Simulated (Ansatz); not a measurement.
C2H6N2S can be A, `CNC(N)=S`, or B, `N=CNCS`.

Isolated molecules relaxed with PBE0-D4/def2-TZVP in Ansatz; ΔE leaves out vibrations. CCSD(T)/CBS is the MP2 limit (def2-TZVPP, def2-QZVPP) plus CCSD(T) − MP2 in def2-TZVPP, frozen cores. DFT in def2-TZVPP. B3LYP here is the variant with VWN-RPA as its local correlation; programs differ in this. One conformer a species, not always the lowest.

Task: Which is lower in electronic energy at CCSD(T)/CBS, and by how much? (An estimate is asked.)

Result: Ansatz gave: A, by 57.1 kJ/mol.

Task: Give E(B) − E(A) in kJ/mol with ωB97M-V, PBE0-D4, B2PLYP, B3LYP, CCSD(T)/def2-TZVPP, PBE-D4, CCSD/def2-TZVPP. (Estimate.)

Result: The calculation gave: ωB97M-V 62.1, PBE0-D4 68.1, B2PLYP 62.8, B3LYP 64.6, CCSD(T)/def2-TZVPP 53.5, PBE-D4 64.0, CCSD/def2-TZVPP 54.6. None reverses the order clearly.

Largest T1 diagnostic: 0.015.

In def2-TZVPP, CCSD(T) changes the Hartree–Fock value by −14.7 kJ/mol (the triples alone add −1.1 kJ/mol) and MP2 by −8.0 kJ/mol. From PBE to PBE0 (25 % exact exchange), in def2-TZVPP and without D4, E(B) − E(A) moves by +4.0 kJ/mol.
